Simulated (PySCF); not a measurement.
ClF, charge +1, doublet, geometry from GFN2-xTB (a state made from the parent by changing its charge; the spin is typed, not shown lowest); HF/def2-SVP (PySCF).

Input for PySCF:
```python
from pyscf import gto, scf

mol = gto.M(
    atom='''
F    -0.000000   -0.000000   -1.046101
Cl    0.000000    0.000000    0.553818
''',
    basis='def2-svp',
    charge=1,
    spin=1,
    verbose=4,
)

mf = scf.UHF(mol)
mf.kernel()
mf.analyze()
```

The log (banner, timings and long lists left out):

```
PySCF version 2.14.0

[INPUT] verbose = 4
[INPUT] num. atoms = 2
[INPUT] num. electrons = 25
[INPUT] charge = 1
[INPUT] spin (= nelec alpha-beta = 2S) = 1
[INPUT] symmetry False subgroup None
[INPUT] Mole.unit = angstrom
[INPUT] Symbol           X                Y                Z      unit          X                Y                Z       unit  Magmom
[INPUT]  1 F      0.000000000000   0.000000000000  -1.046101000000 AA    0.000000000000   0.000000000000  -1.976844388634 Bohr   0.0
[INPUT]  2 Cl     0.000000000000   0.000000000000   0.553818000000 AA    0.000000000000   0.000000000000   1.046564342854 Bohr   0.0

nuclear repulsion = 50.6051326790669
number of shells = 14
number of NR pGTOs = 60
number of NR cGTOs = 32
basis = def2-svp
ecp = {}

******** <class 'pyscf.scf.uhf.UHF'> ********
method = UHF
initial guess = minao
damping factor = 0
level_shift factor = 0
DIIS = <class 'pyscf.scf.diis.CDIIS'>
diis_start_cycle = 1
diis_space = 8
diis_damp = 0
SCF conv_tol = 1e-09
SCF conv_tol_grad = None
SCF max_cycles = 50
direct_scf = True
direct_scf_tol = 1e-13
number electrons alpha = 13  beta = 12
Set gradient conv threshold to 3.16228e-05
init E= -558.644591238472

cycle= 1 E= -558.077528893114  delta_E= 0.567  |g|= 0.398  |ddm|= 1.24
cycle= 2 E= -558.147103866898  delta_E= -0.0696  |g|= 0.138  |ddm|= 0.522
cycle= 3 E= -558.154500121989  delta_E= -0.0074  |g|= 0.0643  |ddm|= 0.128
cycle= 4 E= -558.156517824712  delta_E= -0.00202  |g|= 0.0211  |ddm|= 0.0443
cycle= 5 E= -558.157574781117  delta_E= -0.00106  |g|= 0.0135  |ddm|= 0.0388
cycle= 6 E= -558.158269913667  delta_E= -0.000695  |g|= 0.0063  |ddm|= 0.0442
cycle= 7 E= -558.158412079687  delta_E= -0.000142  |g|= 0.00193  |ddm|= 0.026
cycle= 8 E= -558.158420179883  delta_E= -8.1e-06  |g|= 0.00146  |ddm|= 0.00357
cycle= 9 E= -558.158428404347  delta_E= -8.22e-06  |g|= 0.00115  |ddm|= 0.00451
cycle= 10 E= -558.158440028743  delta_E= -1.16e-05  |g|= 0.000581  |ddm|= 0.00969
cycle= 11 E= -558.158443331661  delta_E= -3.3e-06  |g|= 0.000136  |ddm|= 0.00769
cycle= 12 E= -558.158443381158  delta_E= -4.95e-08  |g|= 3.12e-05  |ddm|= 0.000834
cycle= 13 E= -558.158443382426  delta_E= -1.27e-09  |g|= 1.2e-05  |ddm|= 9.42e-05
cycle= 14 E= -558.158443382642  delta_E= -2.16e-10  |g|= 3.23e-06  |ddm|= 2.62e-05
Extra cycle  E= -558.158443382653  delta_E= -1.16e-11  |g|= 1.75e-06  |ddm|= 3.94e-06
converged SCF energy = -558.158443382653  <S^2> = 0.76024417  2S+1 = 2.0102181
**** SCF Summaries ****
Total Energy =                        -558.158443382653331
Nuclear Repulsion Energy =              50.605132679066884
One-electron Energy =                 -863.676415890808357
Two-electron Energy =                  254.912839829088199
Two-electron Coulomb Energy =          292.099273331128472
DFT Exchange-Correlation Energy =      -37.186433502040273
**** MO energy ****
                             alpha | beta                alpha | beta
MO #1   energy= -105.36391721456   | -105.351117553468  occ= 1 | 1
MO #2   energy= -26.7199367025104  | -26.715462788978   occ= 1 | 1
MO #3   energy= -11.1152543762784  | -11.1023649538029  occ= 1 | 1
MO #4   energy= -8.60575296863311  | -8.57748209943905  occ= 1 | 1
MO #5   energy= -8.58554546150763  | -8.57206155440585  occ= 1 | 1
MO #6   energy= -8.57864226618397  | -8.55347761981558  occ= 1 | 1
MO #7   energy= -1.98677788691307  | -1.97183442976635  occ= 1 | 1
MO #8   energy= -1.53611553541219  | -1.42818103324225  occ= 1 | 1
MO #9   energy= -1.11041751649297  | -1.07695889167999  occ= 1 | 1
MO #10  energy= -1.08401274160541  | -1.04865315830781  occ= 1 | 1
MO #11  energy= -1.05503341168347  | -1.02285885141198  occ= 1 | 1
MO #12  energy= -0.944700489039507 | -0.860822907048469 occ= 1 | 1
MO #13  energy= -0.883355386527098 | -0.408805430606316 occ= 1 | 0
MO #14  energy= -0.278292805992729 | -0.255875652583049 occ= 0 | 0
MO #15  energy= 0.244259678571136  | 0.266859896574398  occ= 0 | 0
MO #16  energy= 0.492358911910153  | 0.553891080966765  occ= 0 | 0
MO #17  energy= 0.519145880063563  | 0.588731258501794  occ= 0 | 0
MO #18  energy= 0.523592845260489  | 0.601518256936191  occ= 0 | 0
MO #19  energy= 0.541687707536628  | 0.619842793625341  occ= 0 | 0
MO #20  energy= 0.588541207781905  | 0.627257199790788  occ= 0 | 0
MO #21  energy= 0.660782875673357  | 0.720663483517731  occ= 0 | 0

To work with the spin densities directly, `use mulliken_meta_spin()` only printing them here.

 ** Mulliken spin pop alpha/beta on meta-lowdin orthogonal AOs **
 ** Mulliken Spin Density (per AO)  **
spin_pop of  0 F 1s       -0.00000
spin_pop of  0 F 2s        0.00522
spin_pop of  0 F 3s        0.00027
spin_pop of  0 F 2px       0.00601
spin_pop of  0 F 2py       0.06893
spin_pop of  0 F 2pz      -0.05082
spin_pop of  0 F 3px       0.00012
spin_pop of  0 F 3py       0.00068
spin_pop of  0 F 3pz       0.00015
spin_pop of  0 F 3dxy      0.00000
spin_pop of  0 F 3dyz     -0.00022
spin_pop of  0 F 3dz^2     0.00005
spin_pop of  0 F 3dxz     -0.00003
spin_pop of  0 F 3dx2-y2    0.00000
spin_pop of  1 Cl 1s       -0.00000
spin_pop of  1 Cl 2s        0.00000
spin_pop of  1 Cl 3s        0.01278
spin_pop of  1 Cl 4s        0.00045
spin_pop of  1 Cl 2px       0.00000
spin_pop of  1 Cl 2py       0.00001
spin_pop of  1 Cl 2pz      -0.00000
spin_pop of  1 Cl 3px       0.07303
spin_pop of  1 Cl 3py       0.84491
spin_pop of  1 Cl 3pz       0.02940
spin_pop of  1 Cl 4px       0.00131
spin_pop of  1 Cl 4py       0.00622
spin_pop of  1 Cl 4pz       0.00093
spin_pop of  1 Cl 3dxy     -0.00006
spin_pop of  1 Cl 3dyz     -0.00090
spin_pop of  1 Cl 3dz^2     0.00177
spin_pop of  1 Cl 3dxz     -0.00008
spin_pop of  1 Cl 3dx2-y2   -0.00015
 ** Mulliken Spin Density (per atom)  **
spin density of  0 F =      0.03037
spin density of  1 Cl =      0.96963
 ** Mulliken pop alpha/beta on meta-lowdin orthogonal AOs **
 ** Mulliken pop       alpha | beta **
pop of  0 F 1s        0.99999 | 0.99999
pop of  0 F 2s        0.96339 | 0.95817
pop of  0 F 3s        0.00058 | 0.00031
pop of  0 F 2px       0.99712 | 0.99111
pop of  0 F 2py       0.99684 | 0.92791
pop of  0 F 2pz       0.61701 | 0.66782
pop of  0 F 3px       0.00061 | 0.00049
pop of  0 F 3py       0.00073 | 0.00005
pop of  0 F 3pz       0.00035 | 0.00020
pop of  0 F 3dxy      0.00000 | 0.00000
pop of  0 F 3dyz      0.00058 | 0.00080
pop of  0 F 3dz^2     0.00222 | 0.00218
pop of  0 F 3dxz      0.00058 | 0.00061
pop of  0 F 3dx2-y2    0.00000 | 0.00000
pop of  1 Cl 1s        1.00000 | 1.00000
pop of  1 Cl 2s        0.99998 | 0.99998
pop of  1 Cl 3s        0.96270 | 0.94991
pop of  1 Cl 4s        0.00308 | 0.00263
pop of  1 Cl 2px       1.00000 | 1.00000
pop of  1 Cl 2py       1.00000 | 0.99999
pop of  1 Cl 2pz       0.99999 | 0.99999
pop of  1 Cl 3px       0.99478 | 0.92175
pop of  1 Cl 3py       0.99288 | 0.14797
pop of  1 Cl 3pz       0.43407 | 0.40466
pop of  1 Cl 4px       0.00474 | 0.00343
pop of  1 Cl 4py       0.00655 | 0.00033
pop of  1 Cl 4pz       0.00656 | 0.00563
pop of  1 Cl 3dxy      0.00029 | 0.00035
pop of  1 Cl 3dyz      0.00241 | 0.00331
pop of  1 Cl 3dz^2     0.00910 | 0.00733
pop of  1 Cl 3dxz      0.00218 | 0.00226
pop of  1 Cl 3dx2-y2    0.00068 | 0.00083
In total            13.00000 | 12.00000
 ** Mulliken atomic charges   ( Nelec_alpha | Nelec_beta ) **
charge of  0F =     -0.12966  (     4.58002      4.54964 )
charge of  1Cl =      1.12966  (     8.41998      7.45036 )

WARN: System has nonzero charge 1; the dipole moment is origin-dependent.
Location of origin: [0. 0. 0.]

Dipole moment(X, Y, Z, Debye):  0.00000,  0.00000,  2.70403
```
